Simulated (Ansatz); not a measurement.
# AlSiH4 (doublet): the correlation ladder at distance Al1–H4 along a hydrogen transfer = 1.586 Å, cc-pVDZ

The task here is to estimate one member of a computed series from the others.

The runs use Ansatz 0.2.0, Gaussian basis; cc-pVDZ, core rule «outside noble gas», up to 10 orbitals frozen.

To be run: UHF; CCSD(T) on ROHF; CCSD(T) on UHF; BCCD(T) on ROHF; CISD; CCSDT(Q) on ROHF; CCSDT(Q) on UHF; CASSCF and MRCISD+Q, 3 electrons in 3 orbitals; CASSCF and NEVPT2, 3 electrons in 3 orbitals; CASSCF and NEVPT2, 9 electrons in 9 orbitals.

7 further runs of the same task are left out: 7 that didn't finish.

### What is computed

The geometry derives from fragments relaxed apart (PBE0/def2-TZVP) and kept rigid, so it is no stationary point. A hydrogen atom is moved between rigid fragments.

6 atoms, charge 0, spin multiplicity 2.

Atoms are counted from 1 here; the program's logs count them from 0.

Bond lengths: Al1–H2 1.586 Å, Al1–H3 1.586 Å, Al1–H4 1.586 Å, Si5–H6 1.532 Å. Angles: H2–Al1–H3 120.0°, H2–Al1–H4 120.0°, H3–Al1–H4 120.0°.

The first run:

The input, in.yaml:

```yaml
crystal:
  periodic: [false, false, false]
  atoms:
    - {symbol: Al, position_ang: [-1.892212, 0.025233, 0.000000]}
    - {symbol: H, position_ang: [-2.685135, 1.398618, 0.000000]}
    - {symbol: H, position_ang: [-2.685136, -1.348151, 0.000000]}
    - {symbol: H, position_ang: [-0.306365, 0.025233, 0.000000]}
    - {symbol: Si, position_ang: [1.937788, 0.025233, 0.000000]}
    - {symbol: H, position_ang: [2.334222, -1.454280, 0.000000]}
basis:
  gaussian: {orbitals: cc-pVDZ}
magnetization: {spin_polarized: true, initial_magnetization: 1}
hamiltonian: {xc: hf}
output: {orbitals: {seedname: orbitals}}
```

On the command line:

```sh
> ansatz run in.yaml --threads 1 --pin off --events-out ev --progress --plain --max-ram 2393MiB
```

Among the steps run: UHF; CCSD(T) on ROHF; CCSD(T) on UHF; BCCD(T) on ROHF; CISD; CCSDT(Q) on ROHF; CCSDT(Q) on UHF; CASSCF and MRCISD+Q, 3 electrons in 3 orbitals; CASSCF and NEVPT2, 3 electrons in 3 orbitals; CASSCF and NEVPT2, 9 electrons in 9 orbitals.

One of the session's tables, all rows but one given; the rest of the session is left out.

| method | from UCCSDT(Q) (kcal/mol) |
| --- | --- |
| ROHF | +127.17 |
| UHF | +124.44 |
| RMP2 | +32.29 |
| UMP2 | +32.71 |
| CISD | +13.64 |
| RCCSD | +3.02 |
| UCCSD | ? |
| RCCSD(T) | +0.75 |
| UCCSD(T) | +0.75 |
| BCCD(T) | +0.75 |
| RCCSDT | +0.08 |
| UCCSDT | +0.08 |
| RCCSDT(Q) | 0.00 |
| UCCSDT(Q) | 0 |
| CASSCF pair | +117.29 |
| NEVPT2 pair | +31.58 |
| CASSCF frontier | +90.02 |
| NEVPT2 frontier | +28.90 |

**Question.** Estimate the row for UCCSD.

The run gave: from UCCSDT(Q) (kcal/mol): +2.96. In the column «from UCCSDT(Q) (kcal/mol)» it lies between BCCD(T) (+0.75) and RCCSD (+3.02).

Not comparable, so not listed: CASSCF and MRCISD+Q, 3 electrons in 3 orbitals (they don't share determinant, frozen orbitals or solution with the rows shown, or repeat one).

Limits of these values: Restricted and unrestricted rows rest on different reference determinants; where their highest levels disagree by more than a few hundredths of an eV, they describe different states and don't form one ladder. Warnings in the runs' records: passed over end.
